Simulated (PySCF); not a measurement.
Ionisation energy of C by level of theory

C [He] 2s2 2p2 (3P) → C⁺ [He] 2s2 2p1 (2P), as a difference of total energies. Computed with PySCF 2.14 in x2c-SVPall (3s2p1d, 14 functions), with scalar relativity by spin-free X2C-1e. Correlated levels: valence: 1s2 frozen. The calculations carry no spin-orbit coupling.

```
           method  ionisation energy (eV)  error (eV)
              UHF                  10.908      -0.354
           r2SCAN                  11.735      +0.473
            M06-L                  11.475      +0.213
    MP2 (valence)                  11.134      -0.128
SCS-MP2 (valence)                  11.023      -0.239
   CCSD (valence)                  10.977      -0.285
CCSD(T) (valence)                  10.985      -0.277
```

Reference: 11.262 eV (measured; NIST levels, between the centres of gravity of the two terms).

Errors of the correlated levels include the incompleteness of this basis and the frozen core.
